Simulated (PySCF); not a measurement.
Gas-phase reaction: C2F4 → 4 F + 2 C

Method: PySCF energies plus ideal-gas RRHO corrections (1 bar). Table values come from the NASA 1993 polynomials. After a fit of one offset per element over all species, the range-separated, M06-2X, PBE0/def2-QZVP and CCSD(T)/def2-TZVPP enthalpies, where run, lie to one side of the table for C2F4 (-34 kJ/mol): a fault of the table's entry, another state or a shared error of the levels is possible; this was not checked at source. † marks an energy on the PBE0/def2-TZVP geometry and frequencies; other levels use their own. MP2 freezes the core. 6-31G* has spherical d functions here. Open shells (unrestricted): F (multiplicity 2, electronic degeneracy 6), C (multiplicity 3, electronic degeneracy 9); the rest are closed-shell singlets. Spin-orbit splitting is ignored; it lowers the true energy and changes the entropy of F, C. B3LYP is the form with VWN-RPA correlation. MP2 isn't extrapolated to the basis-set limit; its ΔH°(298 K) is 2421.7 kJ in def2-SVP and 2486.7 kJ in def2-TZVPP. The harmonic model lacks anharmonicity and excited electronic states, which grow with temperature; levels with a mode under 35 cm⁻¹ are left out. The table's entry may be an old estimate for C2F4 (not checked at source).

```
level               ΔH°(298 K), kJ  minus table  ΔG°(1800 K), kJ
------------------  --------------  -----------  ---------------
table                       2409.5            -           1193.6
B3LYP/6-31G*                2450.4         40.9           1230.1
B3LYP/def2-TZVP†            2403.6         -5.9           1178.5
M06-2X/def2-TZVP†           2448.9         39.4           1223.7
MP2/def2-SVP†               2421.7         12.2           1196.6
PBE0/def2-SVP†              2522.5        113.0           1297.3
r2SCAN/def2-TZVP†           2460.9         51.4           1235.8
LDA/def2-TZVP†              3080.8        671.3           1855.6
ωB97M-V/def2-TZVP†          2444.5         35.0           1219.4
```
